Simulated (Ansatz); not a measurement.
**C6H8: one species, many methods**

How much do the methods differ for C6H8? The plan is to run it at one geometry with functionals of several rungs and with coupled cluster. The yardstick is the atomisation energy at the CCSD(T) limit.

Program: Ansatz 0.2.0, Gaussian basis. Level of theory: functionals in def2-TZVPP, the program's frozen cores in correlated methods. These are calculated values, not measurements.

Levels to be run: LDA (SPW92), PBE-D4, revPBE-D4, BLYP-D4, r2SCAN-D4, B97M-V, PBE0-D4, B3LYP-D4, r2SCANh-D4, r2SCAN0-D4, HSE06-D4, BHLYP-D4, CAM-B3LYP-D4, LC-ωPBE, ωB97X-V, ωB97M-V, B2PLYP, PBE-QIDH; CCSD(T)/def2-SVP; CCSD(T)/def2-TZVPP; MP2/def2-QZVPP; extrapolation to the limit; RPA on PBE.

## 1. Structure used throughout

The geometry comes from an earlier relaxation with PBE0-D4 in a triple-zeta def2 set; it is a stationary point, not always the lowest conformer.

SMILES `CC1=CCC=C1`, 14 atoms, charge 0, spin multiplicity 1.

Atoms are counted from 1 here; the program's logs count them from 0.

Bond lengths: C1–C2 1.487 Å, C1–H7 1.091 Å, C1–H8 1.094 Å, C1–H9 1.094 Å, C2–C3 1.344 Å, C2–C6 1.466 Å, C3–C4 1.492 Å, C3–H10 1.082 Å, C4–C5 1.493 Å, C4–H11 1.098 Å, C4–H12 1.098 Å, C5–C6 1.340 Å, C5–H13 1.081 Å, C6–H14 1.084 Å. Angles: C2–C1–H7 111.4°, C2–C1–H8 111.1°, C2–C1–H9 111.1°, H7–C1–H8 108.1°, H7–C1–H9 108.2°, H8–C1–H9 106.8°, C1–C2–C3 128.0°, C1–C2–C6 123.8°, C3–C2–C6 108.2°, C2–C3–C4 109.8°, C2–C3–H10 126.1°, C4–C3–H10 124.1°, C3–C4–C5 103.2°, C3–C4–H11 112.2°, C3–C4–H12 112.2°, C5–C4–H11 111.8°, C5–C4–H12 111.8°, H11–C4–H12 105.8° and more.

## 2. LDA

This LDA is Slater exchange with PW92 correlation.

File in.yaml:

```yaml
crystal:
  periodic: [false, false, false]
  atoms:
    - {symbol: C, position_ang: [-1.062100, 0.037534, 1.796179]}
    - {symbol: C, position_ang: [-0.294993, 0.002848, 0.522251]}
    - {symbol: C, position_ang: [0.911270, -0.546754, 0.297976]}
    - {symbol: C, position_ang: [1.300031, -0.347978, -1.128321]}
    - {symbol: C, position_ang: [0.139867, 0.398875, -1.697682]}
    - {symbol: C, position_ang: [-0.770062, 0.592604, -0.732723]}
    - {symbol: H, position_ang: [-0.517701, -0.456780, 2.601856]}
    - {symbol: H, position_ang: [-2.031571, -0.458243, 1.685552]}
    - {symbol: H, position_ang: [-1.266863, 1.067453, 2.104681]}
    - {symbol: H, position_ang: [1.523573, -1.060130, 1.027754]}
    - {symbol: H, position_ang: [1.467344, -1.299863, -1.649688]}
    - {symbol: H, position_ang: [2.236567, 0.216631, -1.228508]}
    - {symbol: H, position_ang: [0.070595, 0.720191, -2.727974]}
    - {symbol: H, position_ang: [-1.718857, 1.104312, -0.842552]}
basis:
  gaussian: {orbitals: def2-TZVPP}
hamiltonian: {xc: lda}
output: {orbitals: {seedname: orbitals}}
```

On the command line:

```bash
$ ansatz run in.yaml --threads 2 --pin off --events-out ev --progress --plain --max-ram 32768MiB --backend cpu
```

After this run come: PBE-D4 (GGA); revPBE-D4 (GGA); BLYP-D4 (GGA); r2SCAN-D4 (meta-GGA); B97M-V (meta-GGA); PBE0-D4 (hybrid); B3LYP-D4 (hybrid); r2SCANh-D4 (hybrid); r2SCAN0-D4 (hybrid); HSE06-D4 (hybrid); BHLYP-D4 (hybrid); CAM-B3LYP-D4 (range-separated); LC-ωPBE (range-separated); ωB97X-V (range-separated); ωB97M-V (range-separated); B2PLYP (double hybrid); PBE-QIDH (double hybrid); CCSD(T) in def2-SVP; CCSD(T) in def2-TZVPP; MP2 in def2-QZVPP; RPA on PBE orbitals.

Before running them: what should the planned runs give, taken together? Wanted: atomisation energy, CCSD(T)/CBS; farthest beyond LDA; mean size of error, GGA; mean size of error, meta-GGA; mean size of error, hybrid; mean size of error, range-separated; mean size of error, double hybrid; gap, smallest and largest; T1 diagnostic.

As calculated:

| quantity | value |
| --- | --- |
| atomisation energy, CCSD(T)/CBS | 1475.5 kcal/mol |
| functionals within 7.4 kcal/mol (0.5 %) | BLYP-D4, B3LYP-D4, r2SCANh-D4, r2SCAN0-D4, LC-ωPBE, ωB97X-V, ωB97M-V |
| farthest beyond LDA | PBE-D4 (+46.9 kcal/mol) |
| mean size of error, GGA | 19.9 kcal/mol |
| mean size of error, meta-GGA | 8.9 kcal/mol |
| mean size of error, hybrid | 16.4 kcal/mol |
| mean size of error, range-separated | 6.4 kcal/mol |
| mean size of error, double hybrid | 8.8 kcal/mol |
| gap, smallest and largest | 3.88 eV (BLYP-D4), 10.74 eV (LC-ωPBE) |
| T1 diagnostic | 0.0107 |
| triples share of the correlation energy | 4.6 % |

What this shows: LDA overbinds by 219.1 kcal/mol (15 %). PBE-D4 is off by +46.9 kcal/mol. Double hybrids carry the basis error of their MP2 part in triple zeta, and no dispersion term here, so their miss is partly the set-up's. Taken by rung, range-separated functionals do best (6.4 kcal/mol on average) and GGA ones worst beyond LDA (19.9 kcal/mol). The gap between the best rungs is small, so their order is not settled. Misses under about 7.4 kcal/mol are within the doubt on the reference itself, which lacks core-valence correlation, relativity and higher excitations. Hartree-Fock recovers 75 % of the binding; the rest is correlation. CCSD(T) in def2-SVP is off by -49.4 kcal/mol, more than most functionals: a good method in a small basis is no reference. Orbital gaps span 3.9 to 10.7 eV; exact exchange widens them. The restricted reference is unstable towards a spin-broken one.
